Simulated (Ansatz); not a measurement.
# H₂Ge–N⁺, triplet in cc-pVDZ: errors against RCCSDT(Q)

Geometry: that of the H2Ge–N, quartet, kept fixed.

```xyz
4

Ge   -0.0346    0.0000    0.2958
N     0.0724    0.0000   -1.6458
H     0.7424   -1.2582    0.7751
H     0.7424    1.2582    0.7751
```

Basis cc-pVDZ; Ansatz 0.2.0. Correlated methods freeze the noble-gas cores and the filled d shells of p-block atoms, which leaves 10 electrons in 36 orbitals. R marks a restricted (for open shells ROHF) determinant, U an unrestricted one. Active spaces: valence = (10e, 10o) chosen from the atoms' valence shells. No spin–orbit coupling is included, and no scalar relativity.

Full CI isn't at hand for all of this; RCCSDT(Q) serves as the reference, and is uncertain by about the last step of the cluster series. The frozen core follows each run's orbitals, which can shift R against U totals by a few meV for light atoms and by up to 0.1 eV past Ca.

```
UHF ⟨S²⟩                          : 2.689
T1 diagnostic (RCCSD)             : 0.0589
largest doubles amplitude (RCCSD) : 0.078
```

```json
{"level": "RMP2", "E − E(RHF) (eV)": "-4.9838"}
{"level": "RCCSD", "E − E(RHF) (eV)": "-6.1124"}
{"level": "RCCSD(T)", "E − E(RHF) (eV)": "-6.3189"}
```

(1) Estimate how far RCCSDT(Q) in cc-pVDZ lies from RCCSD(T). The table doesn't fix it; the size of (T) and the diagnostics are the guide.

(1) RCCSDT(Q) in cc-pVDZ lies 6.9 kJ/mol below RCCSD(T), which is 35 % of the (T) step (-19.9 kJ/mol). T1 is raised, and the rest is a large part of (T). The miss exceeds 1 kcal/mol.

The other levels:

| level | E − E(RCCSDT(Q)) (kJ/mol) | share of correlation (%) | wall time |
| --- | --- | --- | --- |
| BCCD(T) | 7.6 | 98.77 | 31 s |
| RCCSDT | 1.7 | 99.72 | – |
| CASSCF (valence space) | 360.0 | 41.61 | – |
| NEVPT2 (valence space) | 79.7 | 87.08 | 24 s |
| MRCISD (valence space) | 20.0 | 96.76 | – |
| MRCISD+Q (valence space) | 1.6 | 99.74 | 29 s |

The correlation energy at RCCSDT(Q), counted from RHF, is -6.391 eV. That run took 85 s on 1 thread of Intel Xeon, shared host.

Run but not shown, since their state or frozen core can't be matched to the reference's or they repeat it: UHF, UMP2, UCCSD, UCCSD(T), UCCSDT, UCCSDT(Q).

Times hold each run's SCF and search for its determinant on a shared host, so for small cases they say little of a method's own cost; they ran on 1 thread of Intel Xeon.

Natural occupations of CASSCF (valence space) about the gap: 1.987 1.975 1.961 1.856 1.001 0.994 0.153 0.028 0.025 0.021; effectively unpaired electrons, Σ n²(2−n)², 2.17.
